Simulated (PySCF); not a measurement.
# Reproducing measurements on cyanoacetylene

**Experimental background.**

From NIST CCCBDB Release 22 (SRD 101), experimental dipoles, for the gas: dipole moment (microwave Stark effect) 3.72 D.

The results are set against them at the end.

Cyanoacetylene, C3HN.
Numbering: `[CH:1]#[C:2][C:3]#[N:4]` (hydrogens: H5 on C1)

Cartesian coordinates in Å at the PBE/def2-TZVP level; atoms count from 1:
```
atom  x, y, z in Å
C1    -1.2678   -0.1853   -0.0739
C2    -0.0641   -0.0241   -0.0514
C3     1.2903    0.1576   -0.0256
N4     2.4499    0.3131   -0.0031
H5    -2.3298   -0.3279   -0.0931
```

The PySCF runs (gas phase, on this PBE/def2-TZVP geometry; no spin–orbit coupling):

```tsv
level	job	basis functions	wall time
PBE/def2-TZVP, grid level 1	geometry optimisation from a GFN2-xTB start	130	13 s
```

Hardware: Arm Neoverse V1, one thread (shared host).

## Comparison

**Dipole moment.** Measured: 3.72 D (NIST CCCBDB Release 22 (SRD 101), experimental dipoles).

```tsv
level	computed (D)	computed − measured (D)	% (from the printed values)
PBE/def2-TZVP	3.79	+0.07	+2
```

The computed dipoles belong to one fixed geometry; measured ones are averaged over vibrations unless marked μe. Magnitudes are compared, not signs.

The geometry is computed, not the measured one. Where a level misses, the cause wasn't examined.
